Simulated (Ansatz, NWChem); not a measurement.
C2H6O (SMILES CCO): from total energies to a heat of formation

The species is C2H6O (9 atoms), meant as a singlet with charge 0. As SMILES, `CCO`. The shape is that of a PBE0-D4/def2-TZVP optimisation. This is one conformer, not always the lowest.

Total energies at CCSD(T)/cc-pVDZ, 3 core orbitals frozen (NWChem 7.3.0); the atoms run unrestricted:

```
species    state  energy (Eh)
  C2H6O  singlet  -154.623461
      C  triplet   -37.760377
      O  triplet   -74.909950
      H  doublet    -0.499278
```

Harmonic wavenumbers at PBE0-D4/def2-TZVP, in cm⁻¹: 266, 287, 425, 804, 900, 1066, 1102, 1147, 1281, 1372, 1395, 1421, 1480, 1485, 1512, 3003, 3041, 3090, 3116, 3132, 3858.

Measured heats of formation of the gaseous atoms at 298.15 K, in kJ/mol: C 716.9, O 249.2, H 218.0. Spin-orbit lowering of the atoms at 298 K (mean of the ground term's levels less their thermal mean, from spectra), in kJ/mol: C 0.02, O 0.40. Take 1 Eh = 2625.50 kJ/mol, 1 cm⁻¹ = 0.0119627 kJ/mol, RT = 2.479 kJ/mol.

Task: What heat of formation follows?

Result: 
1. Electronic atomisation energy: 2 × (-37.760377) + (-74.909950) + 6 × (-0.499278) − (-154.623461) = 1.197089 Eh = 3143.0 kJ/mol.
2. Zero-point energy: half the sum of the wavenumbers, 17591.5 cm⁻¹ = 210.4 kJ/mol.
3. Thermal vibrational enthalpy, Σ hcν̃/(exp(hcν̃/kT) − 1): 3.8 kJ/mol. Translation, rotation and pV of a non-linear molecule: 4 RT = 9.9 kJ/mol.
4. The 9 free atoms carry 5/2 RT each: 55.8 kJ/mol.
5. Spin-orbit coupling lowers the free atoms by 2 × 0.02 + 0.40 = 0.4 kJ/mol.
6. Atomisation enthalpy at 298 K: 3143.0 − 0.4 − 210.4 − 3.8 − 9.9 + 55.8 = 2974.3 kJ/mol.
7. Sum of the atoms' heats of formation: 2991.0 kJ/mol. Heat of formation: 2991.0 − 2974.3 = +16.7 kJ/mol.

The tabulated value is -234.6 kJ/mol (Active Thermochemical Tables), so this level is off by +251.3 kJ/mol, or 7.8 % of the atomisation enthalpy. Coupled cluster needs large bases for atomisation: in a finite one the molecule is underbound. A double-zeta basis underbinds. Anharmonicity and any spin-orbit splitting of the molecule are left out, and so is core correlation.
